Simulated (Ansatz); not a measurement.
Reaction (substitution at a C–C bond): `CC(=N)C=O` + `SS` → `O=CSS` + `CC=N`

Calculated with Ansatz (gas phase, PBE0-D4/def2-TZVP geometries, no zero-point term in ΔE). CCSD(T)/CBS adds triple-zeta CCSD(T) − MP2 to the extrapolated MP2 energy (def2 sets, frozen cores). This one scheme is used for every species. Functionals use def2-TZVPP. Each species was taken in one conformer, which may not be the lowest.

CCSD(T)/CBS gives -10.4 kJ/mol.

(1) Another level gave -8.0 kJ/mol. Which?
A. B2PLYP/def2-TZVPP
B. BLYP/def2-TZVPP
C. HF/def2-TZVPP
D. LC-ωPBE/def2-TZVPP

(2) What do rigid-rotor, harmonic-oscillator terms from PBE0-D4/def2-TZVP frequencies (298.15 K, 1 bar) make of the CCSD(T)/CBS value? (Estimate.)

Largest T1 diagnostic among the species: 0.017.

## Answers

(1) D. LC-ωPBE -8.0, B2PLYP -16.6, HF/def2-TZVPP 0.2, BLYP -26.3 kJ/mol.

(2) Ansatz gave: ΔZPE = +3.9 kJ/mol, ΔH = -6.4 kJ/mol, ΔS = 8 J/(mol·K), ΔG = -8.9 kJ/mol.

Leaving LDA and LC-ωPBE aside and taking each functional with its dispersion term where it has one, the values, not all of them listed here, spread over 18.6 kJ/mol, from revPBE-D4 to ωB97X-V. LDA lies +3.7 kJ/mol from PBE without D4. From r2SCAN to r2SCAN0 (25 % exact exchange), in def2-TZVPP and without D4, ΔE moves by +7.4 kJ/mol.
